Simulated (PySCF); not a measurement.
C4H6N2.
SMILES: `CC1=CN=CN1`

The closed-shell ground state was solved at several levels (PySCF, density fitting, gas phase, non-relativistic). Geometry: GFN2-xTB; no solvent, vibrations or thermal averaging.

| level | basis functions | HOMO (eV) | LUMO (eV) | gap (eV) | dipole (D) |
| --- | --- | --- | --- | --- | --- |
| CAM-B3LYP/def2-SVPD | 168 | -7.68 | 1.10 | 8.78 | 4.04 |
| PBE0/pcSseg-1 | 132 | -6.38 | 0.85 | 7.23 | 4.05 |

(1) Estimate the row for PBE0/def2-SVPD, a basis of 168 functions; the other rows only guide the guess.

(2) Over all these levels, which gives the widest orbital gap and which the narrowest?

(3) How far do the dipole and the HOMO energy spread over the levels?

## Answers

(1) HOMO -6.40 eV, LUMO 0.50 eV, gap 6.90 eV, dipole 3.99 D.

(2) CAM-B3LYP/def2-SVPD (range-separated hybrid) has the widest, 8.78 eV, and PBE0/def2-SVPD (global hybrid, 25 % exact exchange) the narrowest, 6.90 eV. The two share the basis. From the narrowest to the widest the HOMO moves by -1.28 eV and the LUMO by +0.60 eV.

(3) The dipole runs from 3.99 to 4.05 D (mean 4.03 D) and the HOMO from -7.68 to -6.38 eV.
